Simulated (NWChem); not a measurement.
The numbers come from NWChem runs, not from measurements. System: H2Si (+1), charge 1, spin multiplicity 2, optimised in this run. The structure started from a generated list of species. Its SCF solution wasn't tested for a lower state. Level: UPBE/def2-SVP.

Input file:

```
start mol
memory heap 200 mb stack 900 mb global 1100 mb
charge 1
geometry units angstroms
  Si     0.000000     0.000000    -0.074016
  H      1.347111     0.000000     0.518109
  H     -1.347111     0.000000     0.518109
  symmetry group C2v
end
basis spherical
  * library def2-svp
end
dft
  xc xpbe96 cpbe96
  odft
  mult 2
  semidirect memsize 60000000 filesize 0
  iterations 100
end
driver
  maxiter 80
end
task dft optimize
task dft freq
```

Part of the output:

```
             Northwest Computational Chemistry Package (NWChem) 7.3.0
             --------------------------------------------------------

                                NWChem Input Module
                                -------------------

 Scaling coordinates for geometry "geometry" by  1.889725989
 (inverse scale =  0.529177249)

 Turning off AUTOSYM since
 SYMMETRY directive was detected!

          ------
          auto-z
          ------

                             Geometry "geometry" -> ""
                             -------------------------

 Output coordinates in angstroms (scale by  1.889725989 to convert to a.u.)

  No.       Tag          Charge          X              Y              Z
 ---- ---------------- ---------- -------------- -------------- --------------
    1 Si                  14.0000     0.00000000     0.00000000    -0.07401563
    2 H                    1.0000     1.34711100     0.00000000     0.51810938
    3 H                    1.0000    -1.34711100     0.00000000     0.51810938

 Effective nuclear repulsion energy (a.u.)      10.2656855914

            Nuclear Dipole moment (a.u.)
            ----------------------------
        X                 Y               Z
 ---------------- ---------------- ----------------
     0.0000000000     0.0000000000    -0.0000000000

      Symmetry information
      --------------------

 Group name             C2v
 Group number             16
 Group order               4
 No. of unique centers     2

      Symmetry unique atoms

     1    2


 Summary of "ao basis" -> "" (spherical)
 ------------------------------------------------------------------------------
       Tag                 Description            Shells   Functions and Types
 ---------------- ------------------------------  ------  ---------------------
 *                          def2-svp                  on all atoms

  pbe96 is a nonlocal functional; adding pw91lda local functional.

                           NWChem Geometry Optimization
                           ----------------------------

 maximum gradient threshold         (gmax) =   0.000450
 rms gradient threshold             (grms) =   0.000300
 maximum cartesian step threshold   (xmax) =   0.001800
 rms cartesian step threshold       (xrms) =   0.001200
 fixed trust radius                (trust) =   0.300000
 maximum step size to saddle      (sadstp) =   0.100000
 energy precision                  (eprec) =   5.0D-06
 maximum number of steps          (nptopt) =   80
 initial hessian option           (inhess) =    0
 line search option               (linopt) =    1
 hessian update option            (modupd) =    1
 saddle point option              (modsad) =    0
 initial eigen-mode to follow     (moddir) =    0
 initial variable to follow       (vardir) =    0
 follow first negative mode     (firstneg) =    T
 apply conjugacy                    (opcg) =    F
 source of zmatrix                         =   autoz

          -------------------
          Energy Minimization
          -------------------

 Names of Z-matrix variables
    1              2              3

 Variables with the same non-blank name are constrained to be equal

 Using diagonal initial Hessian
 Scaling for Hessian diagonals: bonds = 1.00  angles = 0.25  torsions = 0.10

          --------
          Step   0
          --------

                         Geometry "geometry" -> "geometry"
                         ---------------------------------

 Output coordinates in angstroms (scale by  1.889725989 to convert to a.u.)

  No.       Tag          Charge          X              Y              Z
 ---- ---------------- ---------- -------------- -------------- --------------
    1 Si                  14.0000     0.00000000     0.00000000    -0.07401563
    2 H                    1.0000     1.34711100     0.00000000     0.51810938
    3 H                    1.0000    -1.34711100     0.00000000     0.51810938

 Effective nuclear repulsion energy (a.u.)      10.2656855914

            Nuclear Dipole moment (a.u.)
            ----------------------------
        X                 Y               Z
 ---------------- ---------------- ----------------
     0.0000000000     0.0000000000    -0.0000000000

      Symmetry information
      --------------------

 Group name             C2v
 Group number             16
 Group order               4
 No. of unique centers     2

      Symmetry unique atoms

     1    2

                                 NWChem DFT Module
                                 -----------------

 Summary of "ao basis" -> "ao basis" (spherical)
 ------------------------------------------------------------------------------
       Tag                 Description            Shells   Functions and Types
 ---------------- ------------------------------  ------  ---------------------
 Si                         def2-svp                 8       18   4s3p1d
 H                          def2-svp                 3        5   2s1p

 Summary of "ao basis" -> "ao basis" (spherical)
 ------------------------------------------------------------------------------
       Tag                 Description            Shells   Functions and Types
 ---------------- ------------------------------  ------  ---------------------
 Si                         def2-svp                 8       18   4s3p1d
 H                          def2-svp                 3        5   2s1p

      Symmetry analysis of basis
      --------------------------

        a1         13
        a2          2
        b1          8
        b2          5

            General Information
[...]
     3     27    8.88D-04       8.2
     4     36    7.41D-05       9.1

 HESSIAN: the CPHF contributions are done

 Derivative Dipole

 X vector of derivative dipole (au) [debye/angstrom]
 d_dipole_x/<atom=   1,x> =     0.8586     [    4.1240]
 d_dipole_x/<atom=   1,y> =    -0.0000     [   -0.0000]
 d_dipole_x/<atom=   1,z> =     0.0000     [    0.0000]
 d_dipole_x/<atom=   2,x> =     0.0707     [    0.3396]
 d_dipole_x/<atom=   2,y> =     0.0000     [    0.0000]
 d_dipole_x/<atom=   2,z> =    -0.0025     [   -0.0118]
 d_dipole_x/<atom=   3,x> =     0.0707     [    0.3396]
 d_dipole_x/<atom=   3,y> =     0.0000     [    0.0000]
 d_dipole_x/<atom=   3,z> =     0.0025     [    0.0118]

 Y vector of derivative dipole (au) [debye/angstrom]
 d_dipole_y/<atom=   1,x> =    -0.0000     [   -0.0000]
 d_dipole_y/<atom=   1,y> =     0.8499     [    4.0823]
 d_dipole_y/<atom=   1,z> =    -0.0000     [   -0.0000]
 d_dipole_y/<atom=   2,x> =     0.0000     [    0.0000]
 d_dipole_y/<atom=   2,y> =     0.0750     [    0.3604]
 d_dipole_y/<atom=   2,z> =     0.0000     [    0.0000]
 d_dipole_y/<atom=   3,x> =     0.0000     [    0.0000]
 d_dipole_y/<atom=   3,y> =     0.0750     [    0.3604]
 d_dipole_y/<atom=   3,z> =    -0.0000     [   -0.0000]

 Z vector of derivative dipole (au) [debye/angstrom]
 d_dipole_z/<atom=   1,x> =    -0.0000     [   -0.0000]
 d_dipole_z/<atom=   1,y> =    -0.0000     [   -0.0000]
 d_dipole_z/<atom=   1,z> =     1.0928     [    5.2490]
 d_dipole_z/<atom=   2,x> =     0.1099     [    0.5279]
 d_dipole_z/<atom=   2,y> =     0.0000     [    0.0000]
 d_dipole_z/<atom=   2,z> =    -0.0464     [   -0.2229]
 d_dipole_z/<atom=   3,x> =    -0.1099     [   -0.5279]
 d_dipole_z/<atom=   3,y> =     0.0000     [    0.0000]
 d_dipole_z/<atom=   3,z> =    -0.0464     [   -0.2229]

 HESSIAN: the Hessian is done

  Vibrational analysis via the FX method

  See chapter 2 in "Molecular Vibrations" by Wilson, Decius and Cross

  Vib: Default input used

 ---------------------------- Atom information ----------------------------
     atom    #        X              Y              Z            mass
 --------------------------------------------------------------------------
    Si       1  0.0000000D+00  0.0000000D+00 -3.4869389D-01  2.7976930D+01
    H        2  2.4760290D+00  0.0000000D+00  1.0834971D+00  1.0078250D+00
    H        3 -2.4760290D+00  0.0000000D+00  1.0834971D+00  1.0078250D+00
 --------------------------------------------------------------------------

          ----------------------------------------------------
          MASS-WEIGHTED NUCLEAR HESSIAN (Hartree/Bohr/Bohr/Kamu)
          ----------------------------------------------------

               1            2            3            4            5            6            7            8            9
   ----- ----- ----- ----- -----
    1    9.05034D+00
    2    1.48433D-06  1.49499D-03
    3    1.38824D-06 -1.35274D-06  4.14129D+00
    4   -2.38375D+01  4.56157D-08 -1.06682D+01  1.27032D+02
    5    2.79391D-07 -4.00247D-03  1.87857D-07 -1.25259D-06  3.04330D-02
    6   -1.37856D+01  1.72694D-07 -1.09084D+01  6.44199D+01 -2.38659D-07  4.97631D+01
    7   -2.38375D+01  4.72392D-07  1.06682D+01 -1.43730D+00 -1.13042D-06  8.21169D+00  1.27032D+02
    8    1.96575D-07 -4.00228D-03  1.32522D-07 -1.13552D-06 -9.54323D-03 -4.43997D-07  4.96026D-07  3.04325D-02
    9    1.37856D+01 -2.79341D-07 -1.09084D+01 -8.21367D+00  7.33226D-07  7.71109D+00 -6.44199D+01  6.07773D-07  4.97631D+01


 ----------------------------------------------------------------------------
 Normal Eigenvalue ||         Derivative Dipole Moments (debye/angs)
  Mode   [cm**-1]  ||      [d/dqX]             [d/dqY]           [d/dqZ]
 ------ ---------- || ------------------ ------------------ -----------------
    1       -0.976 ||      -0.001               0.878             0.002
    2        3.617 ||       0.047              -0.002             0.876
    3        6.741 ||      -0.875              -0.001             0.046
    4       24.340 ||      -0.000               0.289             0.000
    5       31.075 ||      -0.144               0.000             0.003
    6       32.502 ||      -0.000               0.000             0.000
    7      859.070 ||      -0.000               0.000            -0.858
    8     2070.003 ||      -0.000              -0.000             0.363
    9     2160.590 ||       0.219               0.000             0.000
 ----------------------------------------------------------------------------

 ----------------------------------------------------------------------------
 Normal Eigenvalue ||                 Infra Red Intensities
  Mode   [cm**-1]  || [atomic units] [(debye/angs)**2] [(KM/mol)] [arbitrary]
 ------ ---------- || -------------- ----------------- ---------- -----------
    1       -0.976 ||    0.033384           0.770        32.544      20.835
    2        3.617 ||    0.033343           0.769        32.505      20.810
    3        6.741 ||    0.033314           0.769        32.476      20.791
    4       24.340 ||    0.003611           0.083         3.520       2.253
    5       31.075 ||    0.000893           0.021         0.871       0.557
    6       32.502 ||    0.000000           0.000         0.000       0.000
    7      859.070 ||    0.031883           0.736        31.081      19.898
    8     2070.003 ||    0.005704           0.132         5.561       3.560
    9     2160.590 ||    0.002076           0.048         2.023       1.295
 ----------------------------------------------------------------------------

        Vibrational analysis via the FX method
  --- with translations and rotations projected out ---
  --- via the Eckart algorithm                      ---
 Projected Nuclear Hessian trans-rot subspace norm:4.4537D-34
                         (should be close to zero!)

          --------------------------------------------------------
          MASS-WEIGHTED PROJECTED HESSIAN (Hartree/Bohr/Bohr/Kamu)
          --------------------------------------------------------

               1            2            3            4            5            6            7            8            9
   ----- ----- ----- ----- -----
    1    9.04902D+00
    2   -3.54798D-22  0.00000D+00
    3   -6.53582D-06  7.09597D-22  4.14102D+00
    4   -2.38385D+01  1.35333D-21 -1.06681D+01  1.27035D+02
    5   -3.50502D-22 -6.38069D-19  4.47863D-22  1.02595D-21  0.00000D+00
    6   -1.37887D+01 -5.25753D-22 -1.09090D+01  6.44285D+01 -5.64271D-22  4.97493D+01
    7   -2.38385D+01  1.09045D-21  1.06681D+01 -1.43533D+00  8.20758D-22  8.22076D+00  1.27034D+02
    8   -4.17438D-22 -6.38069D-19  4.38127D-22  1.15419D-21  0.00000D+00 -5.32210D-22  1.05160D-21  0.00000D+00
    9    1.37887D+01 -1.98618D-21 -1.09090D+01 -8.22095D+00 -1.94930D-21  7.72738D+00 -6.44285D+01 -1.84671D-21  4.97495D+01

 center of mass
 --------------
 x =   0.00000000 y =   0.00000000 z =  -0.25244356

 moments of inertia (a.u.)
 ------------------
           3.856587650260           0.000000000000           0.000000000000
           0.000000000000          16.213972238143           0.000000000000
           0.000000000000           0.000000000000          12.357384587883

 Rotational Constants
 --------------------
 A=  15.609700 cm-1  ( 22.458374 K)
 B=   4.871595 cm-1  (  7.008982 K)
 C=   3.712858 cm-1  (  5.341855 K)

 Temperature                      =   298.15K
 frequency scaling parameter      =   1.0000

 Zero-Point correction to Energy  =    7.273 kcal/mol  (  0.011590 au)
 Thermal correction to Energy     =    9.089 kcal/mol  (  0.014485 au)
 Thermal correction to Enthalpy   =    9.682 kcal/mol  (  0.015428 au)

 Total Entropy                    =   49.305 cal/mol-K
   - Translational                =   36.112 cal/mol-K (mol. weight =  29.9926)
   - Rotational                   =   13.027 cal/mol-K (symmetry #  =        2)
   - Vibrational                  =    0.166 cal/mol-K

 Cv (constant volume heat capacity) =    6.532 cal/mol-K
   - Translational                  =    2.979 cal/mol-K
   - Rotational                     =    2.979 cal/mol-K
   - Vibrational                    =    0.574 cal/mol-K


 ----------------------------------------------------------------------------
 Normal Eigenvalue ||    Projected Derivative Dipole Moments (debye/angs)
  Mode   [cm**-1]  ||      [d/dqX]             [d/dqY]           [d/dqZ]
 ------ ---------- || ------------------ ------------------ -----------------
    1       -0.000 ||      -0.139               0.000             0.103
    2       -0.000 ||       0.877               0.000            -0.000
    3       -0.000 ||       0.016              -0.000             0.871
    4        0.000 ||      -0.000               0.772            -0.000
    5        0.000 ||       0.000               0.359             0.000
    6        0.000 ||       0.000               0.359             0.000
    7      859.097 ||       0.000               0.000            -0.858
    8     2070.010 ||      -0.000              -0.000             0.363
    9     2160.657 ||       0.219               0.000             0.000
 ----------------------------------------------------------------------------

 ----------------------------------------------------------------------------
 Normal Eigenvalue ||           Projected Infra Red Intensities
  Mode   [cm**-1]  || [atomic units] [(debye/angs)**2] [(KM/mol)] [arbitrary]
 ------ ---------- || -------------- ----------------- ---------- -----------
    1       -0.000 ||    0.001297           0.030         1.264       0.809
    2       -0.000 ||    0.033358           0.770        32.519      20.819
    3       -0.000 ||    0.032895           0.759        32.068      20.530
    4        0.000 ||    0.025820           0.596        25.170      16.114
    5        0.000 ||    0.005588           0.129         5.447       3.487
    6        0.000 ||    0.005588           0.129         5.447       3.487
    7      859.097 ||    0.031883           0.736        31.082      19.898
    8     2070.010 ||    0.005704           0.132         5.561       3.560
    9     2160.657 ||    0.002076           0.048         2.023       1.295
 ----------------------------------------------------------------------------

 Task  times  cpu:        7.5s     wall:        7.5s

 Total times  cpu:        9.1s     wall:        9.1s
```
